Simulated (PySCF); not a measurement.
Cartesian coordinates (Å):
SMILES: CCN
```xyz
10

C      1.0125     0.3450     0.0786
C     -0.2697    -0.1475    -0.5748
N     -1.3737    -0.4243     0.3298
H      1.7945     0.5309    -0.6634
H      1.3955    -0.3914     0.7913
H      0.8397     1.2777     0.6237
H     -0.6154     0.5885    -1.3076
H     -0.0661    -1.0613    -1.1420
H     -1.6140     0.4081     0.8552
H     -1.1033    -1.1258     1.0092
```
Charge 0, multiplicity 1.

Question: Predict the HOMO, HOMO–LUMO gap and LUMO from PySCF with PBE0-D3(BJ)/def2-TZVP.

Answer: 
```json
{
 "HOMO": "-6.81 eV",
 "HOMO–LUMO gap": "7.91 eV",
 "LUMO": "1.10 eV"
}
```
